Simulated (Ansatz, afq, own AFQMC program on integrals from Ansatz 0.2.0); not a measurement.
# Where AFQMC and coupled cluster stand for InO$_{2}$, quartet

| atom | x (Å) | y (Å) | z (Å) |
| --- | --- | --- | --- |
| In | 0.0000 | -0.2484 | 0.0000 |
| O | 0.0000 | 0.8913 | -1.7097 |
| O | 0.0000 | 0.8913 | 1.7097 |

Connectivity, by distances: O–In–O.

Basis def2-SVP with its core potentials. Noble-gas cores (and the filled d shells of Ga–Kr and In–Xe) are frozen. Ansatz 0.2.0 and our own AFQMC program on the same integrals; the CISD trial comes from CCSD amplitudes, and released means the phaseless constraint is let go. ± is one standard error of the sampling. No spin–orbit coupling.

Determinant: UHF, the one that the program's search chose, which needn't be the lowest solution. The geometry is a point of a scan.

No full CI on the walks' own integrals is used here. The released AFQMC energy serves as the reference, which it does only where one determinant dominates, the energy is flat over the last release times and near the phaseless one (40 meV or 2 meV an electron, half that with transition metals). On small molecules, where full CI could be run and the noise was under 10 meV, such values lay within 10 meV of it in 19 cases of 20, a flattering rate, since the rule was set on those same cases; what remains of the bias isn't in the error bar.

Cautions: no spin-orbit coupling; inner d shell frozen; lower spins were not checked; unrestricted determinant slightly spin contaminated (⟨S²⟩ 3.80 against 3.75); the released value is read at 1.50 1/Eh (meV from the phaseless value at times in 1/Eh: -17 ± 6 at 0.24, -21 ± 5 at 0.51, -25 ± 8 at 0.99, -27 ± 9 at 1.50).

- T1 diagnostic: 0.0241
- weight of the determinant in the CISD state: 0.878
- ⟨S²⟩ of the determinant: 3.801
- size of the correlated space: 15 electrons in 43 orbitals

| level | correlation energy (eV) |
| --- | --- |
| MP2 | -8.6247 |
| CCSD | -9.3549 |
| CCSD(T) | -9.5671 |

(1) Estimate where phaseless AFQMC with a CISD trial lies against CCSD(T) on the same integrals.

(1) 32.4 ± 5.9 meV below CCSD(T).

Reference: AFQMC with the constraint released, correlation energy -9.626 ± 0.009 eV.

| level | E − E(reference) (meV) | share of correlation (%) |
| --- | --- | --- |
| CCSD(T) | 59.2 ± 8.8 | 99.38 |
| ph-AFQMC/CISD | 26.9 ± 10.6 | 99.72 |

A walk keeps the symmetry of its determinant, which the program's search chose and which needn't be the lowest solution, so a lower state of the same spin and another symmetry isn't excluded. Released energies are given only where the last usable release times agree within the noise; a slower fall can still hide under it.
